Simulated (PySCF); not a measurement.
## `C[C@H]1[C@@H]2[C@@H](O)[C@H]12`, C₅H₈O

Molfile (atoms numbered from 1):
```
C5H8O
     RDKit          3D

 14 15  0  0  0  0  0  0  0  0999 V2000
   -1.6521    1.2009    0.3492 C   0  0  0  0  0  0  0  0  0  0  0  0
   -0.5305    0.2288    0.6052 C   0  0  1  0  0  0  0  0  0  0  0  0
   -0.1706   -0.7598   -0.4536 C   0  0  1  0  0  0  0  0  0  0  0  0
    1.2216   -1.0450   -0.0359 C   0  0  1  0  0  0  0  0  0  0  0  0
    2.0477   -1.5383   -1.0277 O   0  0  0  0  0  0  0  0  0  0  0  0
    0.7487    0.3716   -0.1465 C   0  0  2  0  0  0  0  0  0  0  0  0
   -2.6272    0.7549    0.5986 H   0  0  0  0  0  0  0  0  0  0  0  0
   -1.5363    2.1083    0.9617 H   0  0  0  0  0  0  0  0  0  0  0  0
   -1.6807    1.5071   -0.7080 H   0  0  0  0  0  0  0  0  0  0  0  0
   -0.4637   -0.1120    1.6530 H   0  0  0  0  0  0  0  0  0  0  0  0
   -0.6778   -1.0304   -1.3786 H   0  0  0  0  0  0  0  0  0  0  0  0
    1.4010   -1.4694    0.9700 H   0  0  0  0  0  0  0  0  0  0  0  0
    2.9582   -1.3981   -0.7507 H   0  0  0  0  0  0  0  0  0  0  0  0
    1.1126    1.1730   -0.7883 H   0  0  0  0  0  0  0  0  0  0  0  0
  1  2  1  0
  2  3  1  0
  3  4  1  0
  4  5  1  0
  4  6  1  0
  6  2  1  0
  6  3  1  0
  1  7  1  0
  1  8  1  0
  1  9  1  0
  2 10  1  1
  3 11  1  6
  4 12  1  1
  5 13  1  0
  6 14  1  6
M  END
```

The calculation used GIAO BLYP/pcSseg-1 magnetisability, rotational g tensor and spin-rotation constants, non-relativistic, gas phase in PySCF. Geometry: PBE0-D3(BJ)/def2-SVP.

**Question.** Give the nuclear spin-rotation constants along the inertial axes (H = +C I·J) beside the isotropic shieldings.

**Answer.** Rotational constants 14.2780, 2.0846, 2.0511 GHz. A star marks the isotopologue with that one atom substituted, in its own axes.
| atom | isotope | Caa (kHz) | Cbb (kHz) | Ccc (kHz) | mean (kHz) | σ (ppm) |
| --- | --- | --- | --- | --- | --- | --- |
| H7 | 1H | -1.052 | -0.045 | -0.187 | -0.428 | 29.9 |
| H8 | 1H | -1.018 | -0.033 | -0.206 | -0.419 | 30.0 |
| H9 | 1H | -1.604 | -0.249 | 0.051 | -0.601 | 31.0 |
| H10 | 1H | -1.511 | -0.233 | 0.026 | -0.573 | 31.1 |
| H11 | 1H | -1.605 | -0.047 | -0.123 | -0.592 | 30.0 |
| H12 | 1H | -1.451 | -0.207 | 0.082 | -0.525 | 28.5 |
| H13 | 1H | -1.130 | -0.094 | -0.250 | -0.491 | 30.8 |
| H14 | 1H | -1.605 | -0.102 | -0.079 | -0.595 | 30.2 |
| C1 | 13C* | 2.054 | 0.364 | 0.308 | 0.909 | 158.2 |
| C2 | 13C* | 2.711 | 0.358 | 0.318 | 1.129 | 148.6 |
| C3 | 13C* | 1.411 | 0.491 | 0.224 | 0.709 | 165.0 |
| C4 | 13C* | 3.063 | 0.552 | 0.489 | 1.368 | 103.8 |
| O5 | 17O* | -1.325 | -0.227 | -0.230 | -0.594 | 268.0 |

For the geometry as given, no vibrational averaging.
